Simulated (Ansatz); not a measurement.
A relaxation, step by step

BNH5Cl, singlet, PBE0-D4/def2-SVP (Ansatz 0.2.0). Settings:

```yaml
hamiltonian: {xc: pbe0, dispersion: d4}
relax: {f_tol: 0.01, max_steps: 60, escape_saddle: false}
```

Start, the saddle point found with PBE0-D4 in triple zeta (not stationary at another level):

```xyz
8
angstrom
B -0.5518 -0.6107 0.0112
Cl 0.2433 0.4449 -2.0802
H -1.6998 -0.3102 -0.0522
H -0.1495 -1.7141 -0.1711
H 0.5813 0.6965 -0.6270
N 0.3740 0.3575 0.6586
H 1.2213 0.0074 1.0821
H -0.0188 1.1287 1.1787
```

```csv
step,energy less the last (meV),largest force component (eV/Å)
1,1331.8,0.329
2,1324.4,0.091
3,1317.8,0.186
4,1299.1,0.803
5,1247.0,2.042
6,672.6,2.104
7,324.4,2.913
8,104.5,0.345
9,90.9,0.284
10,84.7,0.168
11,83.6,0.045
12,78.2,0.172
13,50.2,0.245
14 (rejected trial),115.8,1.196
15,28.2,0.112
16,11.6,0.062
17 (rejected trial),27.7,0.485
18,3.7,0.027
19,0.6,0.080
20 (rejected trial),25.7,0.783
21,0.0,0.005
```

Step 3, positions (Å) and forces (eV/Å):

```csv
atom,x,y,z,Fx,Fy,Fz
B1,-0.544,-0.599,-0.019,-0.099,-0.096,-0.139
Cl2,0.229,0.428,-2.065,-0.068,-0.072,-0.038
H3,-1.711,-0.307,-0.048,0.038,-0.016,-0.001
H4,-0.145,-1.725,-0.169,-0.019,0.036,0.003
H5,0.594,0.710,-0.627,0.035,0.023,0.186
N6,0.377,0.361,0.655,0.144,0.161,-0.036
H7,1.224,0.001,1.088,-0.037,0.001,0.014
H8,-0.025,1.130,1.185,0.006,-0.038,0.011
```

Step 8, positions (Å) and forces (eV/Å):

```csv
atom,x,y,z,Fx,Fy,Fz
B1,-0.525,-0.550,-0.359,0.250,0.289,-0.131
Cl2,-0.136,0.032,-2.102,-0.109,-0.124,0.043
H3,-1.663,-0.261,-0.035,0.009,-0.256,-0.040
H4,-0.101,-1.673,-0.158,-0.257,-0.014,-0.018
H5,0.933,1.038,-0.135,-0.123,-0.148,0.154
N6,0.436,0.436,0.537,0.313,0.345,-0.004
H7,1.139,-0.066,1.082,-0.037,-0.051,-0.001
H8,-0.083,1.043,1.172,-0.045,-0.041,-0.002
```

Step 13, positions (Å) and forces (eV/Å):

```
atom       x       y       z      Fx      Fy      Fz
  B1  -0.487  -0.536  -0.374  -0.159  -0.225   0.055
 Cl2  -0.363   0.169  -2.090   0.004   0.017   0.061
  H3  -1.621  -0.442   0.083   0.185  -0.056  -0.054
  H4   0.016  -1.654  -0.289  -0.075   0.245  -0.040
  H5   1.185   0.835  -0.080  -0.134  -0.123   0.169
  N6   0.451   0.449   0.530   0.184   0.134   0.064
  H7   0.896  -0.059   1.303  -0.120   0.141  -0.146
  H8  -0.078   1.237   0.918   0.116  -0.134  -0.109
```

Last step (21):

B1  (-0.470, -0.550, -0.378)
Cl2  (-0.584, 0.326, -2.010)
H3  (-1.541, -0.612, 0.198)
H4  (0.141, -1.601, -0.450)
H5  (1.366, 0.573, 0.067)
N6  (0.458, 0.439, 0.518)
H7  (0.610, 0.064, 1.456)
H8  (0.020, 1.359, 0.599)
(Å)

Hardware: 2 CPU threads of an Intel Xeon 6975P-C, shared host. Wall time about 18 s.
